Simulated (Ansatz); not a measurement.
Species: HO, SMILES `[OH]` (charge 0, multiplicity 2).

### Question
Give a relaxed geometry from B3LYP-D3(BJ)/def2-TZVP (Ansatz, a quantum-chemistry and plane-wave program).

### Answer
the end point of this relaxation (outside a Z-matrix the atoms follow the SMILES, hydrogens last).
Z-matrix (Å, degrees):
```
O
H 1 0.9766
```
